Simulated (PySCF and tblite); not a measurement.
Values are calculated unless marked as measured or tabulated.
C3H6F2, numbered as in [F:1][CH2:2][CH2:3][CH2:4][F:5].

The ensemble was built from 90 distance-geometry starts (ETKDG and KDG, MMFF94s, GFN2-xTB) and rests on PBE0-D3(BJ)/def2-SVP geometries. Weights use LC-wPBE-D3(BJ)/def2-SVP energies plus GFN2-xTB zero-point and thermal terms (modes under about 50 cm⁻¹ blended into free rotors). Symmetry numbers and mirror images are counted. Conformers within 2.5 kcal/mol (GFN2-xTB free energy) were kept, 4 at most. GIAO shieldings: wB97X-D/pcSseg-1. Shifts are against TMS (¹H), TMS (¹³C), CFCl3 (¹⁹F) at the same level. (PySCF 2.14, tblite 0.8.)

**Question.** What shifts does this protocol give at 298.15 K under fast conformational exchange?

**Answer.** ¹H: 4.54 (H2/H4, 4H), 1.67 (H3, 2H) ppm. ¹³C: 79.1 (C2/C4), 34.4 (C3) ppm. ¹⁹F: -241.8 (F1/F5) ppm.

**Question.** How do the conformers differ?

**Answer.** Torsions listed: F1–C2–C3–C4, C2–C3–C4–F5. Of a mirror pair one member is shown.
| conformer | shape | weight % |
| --- | --- | --- |
| 1 | -62°, -64° | 76.9 |
| 2 | 180°, 61° | 22.5 |
| 3 | 180°, 180° | 0.6 |

| signal | 1 | 2 | 3 | average |
| --- | --- | --- | --- | --- |
| H2/H4 | 4.57 | 4.47 | 4.18 | 4.54 |
| H3 | 1.60 | 1.88 | 2.17 | 1.67 |
| C2/C4 | 78.5 | 81.2 | 79.3 | 79.1 |
| C3 | 34.4 | 34.2 | 34.2 | 34.4 |
| F1/F5 | -242.9 | -238.1 | -239.7 | -241.8 |

**Question.** Which signal moves most, for its nucleus, between 180 and 800 K through the change of populations alone?

**Answer.** H3: 1.62 ppm at 180 K, 1.67 ppm at 298.15 K, 1.68 ppm at 320 K, 1.68 ppm at 350 K, 1.77 ppm at 800 K.

Unscaled ¹⁹F shifts at such levels can be off by tens of ppm; differences between conformers or isomers are more reliable. Shifts are unscaled: against experiment ¹³C can be off by 15 ppm or more and ¹H by 0.8 ppm.
